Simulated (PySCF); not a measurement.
# C6H8 (1,4-cyclohexadiene): the cost of one run

The runs use PySCF 2.14.0, with density-fitted response routines of our own; the level of theory stands in each step. All values are computed, except where a source is named. Atoms count from 0, in the outputs and in this text.

## (1) The molecule as given

14 atoms, charge 0, multiplicity 1; geometry from: GFN2-xTB. The atoms were then displaced at random by about 0.01 Å, so the start is not that level's minimum.

Bonds of the start (Å): C0–C1 1.29, C1–C2 1.49, C2–C3 1.45, C3–C4 1.35, C4–C5 1.51, C5–C0 1.49, C0–H6 1.11, C1–H7 1.10, C2–H8 1.13, C2–H9 1.09, C3–H10 1.08, C4–H11 1.07, C5–H12 1.11, C5–H13 1.10.

## (2) Geometry optimisation at PBE0-D3(BJ)/def2-TZVP

What the job is given:

```
{"job": {"xc": "PBE0", "basis": "def2-TZVP", "d3": "d3bj", "grid": 2, "shake": 0.01, "kind": "geom"}, "charge": 0, "multiplicity": 1}
C     -0.282330     1.336640    -0.190950
C      0.963290     1.001570    -0.186260
C      1.415770    -0.404660     0.001640
C      0.335670    -1.360180     0.187870
C     -0.972030    -1.012510     0.171560
C     -1.439980     0.407200    -0.015300
H     -0.573920     2.394840    -0.340900
H      1.764070     1.749420    -0.325370
H      2.098840    -0.445810     0.901880
H      2.039220    -0.711800    -0.841930
H      0.574550    -2.400470     0.343800
H     -1.742810    -1.742780     0.325690
H     -2.070700     0.720680     0.838890
H     -2.116800     0.452780    -0.878360
```

On the command line:

```bash
> OMP_NUM_THREADS=1 python probes_run.py task.json out
```

One launch serves the whole session: the jobs run in the order shown.

Q: Estimate the wall time and peak memory of this first job on 1 thread of Arm Neoverse V1, shared host.

About 3.2 min, with a peak of 1.1 GiB.
